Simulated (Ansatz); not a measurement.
Basis-set extrapolation for C$_{3}$H$_{4}$O$_{2}$, SMILES `O=CC1CO1` (PBE0-D4/def2-TZVP geometry, frozen core, Ansatz 0.2.0). Multiplicity 1, RHF reference.

```tsv
	def2-TZVPP	def2-QZVPP
HF	-265.704005	-265.716112
MP2 correlation	-0.943257	-1.011195
CCSD(T) correlation	-1.003286	not run
```

Energies in hartree. Use E(X) = E(∞) + A·exp(−7.88·√X) for Hartree–Fock and E(X) = E(∞) + B·X^(−2.97) for correlation, with X = 3 and 4, and add CCSD(T) minus MP2 of the smaller set to the MP2 limit.

Problem. What is the CCSD(T) energy at the basis-set limit?

Solution. HF limit: -265.716112 + (-0.012107) × 0.13774 = -265.71778. MP2 limit: -1.011195 + (-0.067938) × 0.74074 = -1.06152. Higher-order term: -1.003286 − (-0.943257) = -0.06003. Total: -266.83933 hartree, 3.59 eV below CCSD(T)/def2-TZVPP.
